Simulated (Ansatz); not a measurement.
An input meant for BH2(OMe) (CH5BO) (charge 0, singlet).

```yaml
crystal:
  periodic: [false, false, false]
  atoms:
    - {symbol: B, position_ang: [0.419807, 1.011865, 0.787670]}
    - {symbol: H, position_ang: [1.551044, 0.750813, 0.469599]}
    - {symbol: H, position_ang: [0.145321, 1.901911, 1.538886]}
    - {symbol: O, position_ang: [-0.600111, 0.295860, 0.298644]}
    - {symbol: C, position_ang: [-0.406836, -0.779088, -0.598569]}
    - {symbol: H, position_ang: [-0.960644, -0.575023, -1.516836]}
    - {symbol: H, position_ang: [-0.801171, -1.691705, -0.147142]}
    - {symbol: H, position_ang: [0.652579, -0.914633, -0.832261]}
basis:
  gaussian: {orbitals: def2-mTZVP}
magnetization: {spin_polarized: true, initial_magnetization: 1}
hamiltonian: {xc: {name: SVWN5}}
output: {forces: true}
```

```sh
$ ansatz run in.yaml --threads 4 --pin off --events-out ev --progress --plain --max-ram 3916MiB
```

Shortened log:

```
Error: a molecule whose nuclei and cores have a total charge of 24 cannot have a net charge of 0 together with 1 unpaired electrons
```

In this input the number of unpaired electrons doesn't fit the electron count. The input was rejected before any iteration.
